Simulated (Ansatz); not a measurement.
# SO (triplet): basis-set convergence

The task here is to estimate one member of a computed series from the others.

Method: one geometry, several basis sets; program: Ansatz 0.2.0, Gaussian basis.

Plan: PBE0-D4/def2-SVP; ωB97M-V/def2-SVP; PBE0-D4/def2-QZVPP; ωB97M-V/def2-QZVPP; CCSD(T)/cc-pV(D+d)Z; CCSD(T)/cc-pV(T+d)Z; CCSD(T)/cc-pV(Q+d)Z; the functionals' def2-TZVPP values are taken from earlier runs.

## The geometry

All runs share one geometry, relaxed beforehand with PBE0-D4 in a triple-zeta def2 set.

2 atoms, charge 0, spin multiplicity 3.

Atoms are counted from 1 here; the program's logs count them from 0.

Bond lengths: O1–S2 1.480 Å.

Set-up of the first run:

in.yaml

```yaml
crystal:
  periodic: [false, false, false]
  atoms:
    - {symbol: O, position_ang: [-0.000000, -0.000000, -0.993769]}
    - {symbol: S, position_ang: [0.000000, 0.000000, 0.485773]}
basis:
  gaussian: {orbitals: def2-SVP}
magnetization: {spin_polarized: true, initial_magnetization: 2}
hamiltonian: {xc: pbe0, dispersion: d4}
output: {orbitals: {seedname: orbitals}}
```

Started as:

```console
$ ansatz run in.yaml --threads 2 --pin off --events-out ev --progress --plain --max-ram 32768MiB --backend cpu
```

Among the steps run: PBE0-D4 in def2-SVP; ωB97M-V in def2-SVP; PBE0-D4 in def2-QZVPP; ωB97M-V in def2-QZVPP.

One table of the session follows, with a row left open; its other results are not shown here.

It belongs to the step «Functionals by basis». 

```
functional       basis  HOMO (eV)  LUMO (eV)
   PBE0-D4    def2-SVP      -7.39      -2.94
   PBE0-D4  def2-TZVPP      -7.58      -3.16
   PBE0-D4  def2-QZVPP          ?          ?
   ωB97M-V    def2-SVP      -9.42      -0.69
   ωB97M-V  def2-TZVPP      -9.62      -1.05
   ωB97M-V  def2-QZVPP      -9.70      -1.18
```

**Question.** Estimate the row for PBE0-D4, def2-QZVPP.

As computed: HOMO (eV): -7.64; LUMO (eV): -3.23. In the column «HOMO (eV)» it lies between ωB97M-V, def2-SVP (-9.42) and PBE0-D4, def2-TZVPP (-7.58).
